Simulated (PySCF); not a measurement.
Species: C₄H₃FO.
SMILES: `C1C([C@@H](F)C=1)=O`

Method used: EOM-IP-CCSD/aug-cc-pVDZ in PySCF, restricted Hartree–Fock reference, frozen core, non-relativistic, gas phase, PBE0-D3(BJ)/def2-SVP geometry.

Hartree–Fock orbital energies give these Koopmans values (eV): HOMO 11.27, HOMO-1 11.56, HOMO-2 14.26, HOMO-3 15.19, HOMO-4 15.62, HOMO-5 17.02, HOMO-6 17.77, HOMO-7 19.06.

Problem. What vertical ionisation energies does EOM-IP-CCSD give?

Solution. 
```
leading hole (HF orbital)  Koopmans (eV)  EOM-IP-CCSD (eV)  change (eV)  one-hole share
                   HOMO-1          11.56              9.85        -1.71            0.95
                     HOMO          11.27             11.31        +0.04            0.96
                   HOMO-2          14.26             12.69        -1.57            0.95
                   HOMO-4          15.62             13.61        -2.01            0.94
                   HOMO-3          15.19             14.23        -0.96            0.92
                   HOMO-5          17.02             14.88        -2.14            0.94
                   HOMO-6          17.77             15.66        -2.11            0.94
                   HOMO-7          19.06             16.66        -2.40            0.93
```

Problem. Does the order of the lines follow the orbital energies?

Solution. No: the HOMO-1 hole (9.85 eV) falls below the HOMO hole (11.31 eV); the HOMO-4 hole (13.61 eV) falls below the HOMO-3 hole (14.23 eV). The corrections run from -2.40 to +0.04 eV, with a mean of -1.61 eV over the 8 lines; EOM-IP-CCSD lies above the Koopmans value for HOMO. Koopmans values leave out both the relaxation of the orbitals and the change in correlation energy.

Problem. At what kinetic energies would He I light (21.22 eV) eject these electrons?

Solution. 11.37 eV (HOMO-1), 9.91 eV (HOMO), 8.53 eV (HOMO-2), 7.61 eV (HOMO-4), 6.99 eV (HOMO-3), 6.34 eV (HOMO-5), 5.56 eV (HOMO-6), 4.56 eV (HOMO-7).

Problem. What total energy has the lowest final state, and which wavelength reaches it?

Solution. E(CCSD) + ionisation energy = -328.44247 + 0.36207 = -328.08040 Eh, at the geometry of the initial state. The threshold wavelength is 1239.84 eV nm/9.85 eV = 125.9 nm.

One root was sought for each valence orbital with −ε under 21 eV, eight at most, so deeper holes and satellites are missing; no vibrational structure.
